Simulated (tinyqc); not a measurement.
Inside a calculation. Method: CIS on RHF in the sto-3g basis, frozen core, for LiH, spin multiplicity 1. One step of it, computed by the program tinyqc.

Question. Integrals over molecular orbitals. (pq|rs) = sum C_ip C_jq C_kr C_ls (ij|kl), one index at a time.

coefficients C:
```
,MO1,MO2,MO3,MO4,MO5,MO6
1Li 1s,0.991270,-0.165760,-0.210306,0.000000,0.000000,0.095881
1Li 2s,0.032816,0.457085,0.799263,0.000000,0.000000,-0.694340
1Li 2px,0.000000,0.000000,0.000000,-0.454591,0.890700,0.000000
1Li 2py,0.000000,0.000000,0.000000,0.890700,0.454591,0.000000
1Li 2pz,-0.006155,0.345284,-0.611756,0.000000,0.000000,-0.973146
2H 1s,0.003889,0.550347,-0.141752,0.000000,0.000000,1.173861
```

core Hamiltonian H = T + V (hartree):
```
,1Li 1s,1Li 2s,1Li 2px,1Li 2py,1Li 2pz,2H 1s
1Li 1s,-4.732546,-1.063297,0.000000,0.000000,-0.015686,-0.288640
1Li 2s,-1.063297,-1.393552,0.000000,0.000000,-0.120998,-0.680213
1Li 2px,0.000000,0.000000,-1.133846,0.000000,0.000000,0.000000
1Li 2py,0.000000,0.000000,0.000000,-1.133846,0.000000,0.000000
1Li 2pz,-0.015686,-0.120998,0.000000,0.000000,-1.231024,-0.827671
2H 1s,-0.288640,-0.680213,0.000000,0.000000,-0.827671,-1.443607
```

Two-electron integrals (ij|kl) in chemists' order, unique and non-zero (hartree):
```
i,j,k,l,(ij|kl)
1,1,1,1,1.680395
2,1,1,1,0.265420
2,1,2,1,0.049941
2,2,1,1,0.397727
2,2,2,1,0.092860
2,2,2,2,0.290562
3,1,3,1,0.008981
3,2,3,1,0.013788
3,2,3,2,0.064184
3,3,1,1,0.396640
3,3,2,1,0.092880
3,3,2,2,0.290497
3,3,3,3,0.312946
4,1,4,1,0.008981
4,2,4,1,0.013788
4,2,4,2,0.064184
4,3,4,3,0.016869
4,4,1,1,0.396640
4,4,2,1,0.092880
4,4,2,2,0.290497
4,4,3,3,0.279207
4,4,4,4,0.312946
5,1,5,1,0.008981
5,2,5,1,0.013788
5,2,5,2,0.064184
5,3,5,3,0.016869
5,4,5,4,0.016869
5,5,1,1,0.396640
5,5,2,1,0.092880
5,5,2,2,0.290497
5,5,3,3,0.279207
5,5,4,4,0.279207
5,5,5,5,0.312946
6,1,1,1,0.068050
6,1,2,1,0.012869
6,1,2,2,0.024351
6,1,3,3,0.024065
6,1,4,4,0.024065
6,1,5,1,0.001521
6,1,5,2,0.002945
6,1,5,5,0.024934
6,1,6,1,0.003625
6,2,1,1,0.147355
6,2,2,1,0.034756
6,2,2,2,0.113484
6,2,3,3,0.107803
6,2,4,4,0.107803
6,2,5,1,0.005665
6,2,5,2,0.033236
6,2,5,5,0.124727
6,2,6,1,0.010677
6,2,6,2,0.071770
6,3,3,1,0.002910
6,3,3,2,0.013208
6,3,5,3,0.005229
6,3,6,3,0.005378
6,4,4,1,0.002910
6,4,4,2,0.013208
6,4,5,4,0.005229
6,4,6,4,0.005378
6,5,1,1,0.178960
6,5,2,1,0.042684
6,5,2,2,0.144777
6,5,3,3,0.135071
6,5,4,4,0.135071
6,5,5,1,0.008810
6,5,5,2,0.050855
6,5,5,5,0.164015
6,5,6,1,0.013683
6,5,6,2,0.100583
6,5,6,5,0.143210
6,6,1,1,0.325332
6,6,2,1,0.078119
6,6,2,2,0.278992
6,6,3,3,0.254732
6,6,4,4,0.254732
6,6,5,1,0.014901
6,6,5,2,0.105046
6,6,5,5,0.327141
6,6,6,1,0.025163
6,6,6,2,0.218749
6,6,6,5,0.318924
6,6,6,6,0.774606
```

Give: one-electron integrals over orbitals h = C^T H C; Two-electron integrals over orbitals.

Answer.

one-electron integrals over orbitals h = C^T H C (hartree):
```
,1,2,3,4,5,6
1,-4.723,0.105,0.167,0.000,0.000,-0.036
2,0.105,-1.485,0.032,0.000,0.000,-0.047
3,0.167,0.032,-1.124,0.000,0.000,0.030
4,0.000,0.000,0.000,-1.134,0.000,0.000
5,0.000,0.000,0.000,0.000,-1.134,0.000
6,-0.036,-0.047,0.030,0.000,0.000,-0.955
```

Two-electron integrals over orbitals (pq|rs), unique and non-zero (hartree); the lowest 1 orbital is frozen and left out:
```
p,q,r,s,(pq|rs)
2,2,2,2,0.486
3,2,2,2,-0.049
3,2,3,2,0.013
3,3,2,2,0.223
3,3,3,2,0.008
3,3,3,3,0.338
4,2,4,2,0.023
4,3,4,2,0.019
4,3,4,3,0.041
4,4,2,2,0.269
4,4,3,2,0.006
4,4,3,3,0.282
4,4,4,4,0.313
5,2,5,2,0.023
5,3,5,2,0.019
5,3,5,3,0.041
5,4,5,4,0.017
5,5,2,2,0.269
5,5,3,2,0.006
5,5,3,3,0.282
5,5,4,4,0.279
5,5,5,5,0.313
6,2,2,2,0.126
6,2,3,2,-0.035
6,2,3,3,-0.013
6,2,4,4,-0.017
6,2,5,5,-0.017
6,2,6,2,0.124
6,3,2,2,-0.051
6,3,3,2,0.010
6,3,3,3,0.036
6,3,4,4,2.42e-03
6,3,5,5,2.42e-03
6,3,6,2,-0.032
6,3,6,3,0.027
6,4,4,2,-0.020
6,4,4,3,-0.014
6,4,6,4,0.020
6,5,5,2,-0.020
6,5,5,3,-0.014
6,5,6,5,0.020
6,6,2,2,0.453
6,6,3,2,-0.044
6,6,3,3,0.241
6,6,4,4,0.268
6,6,5,5,0.268
6,6,6,2,0.133
6,6,6,3,-0.044
6,6,6,6,0.453
```
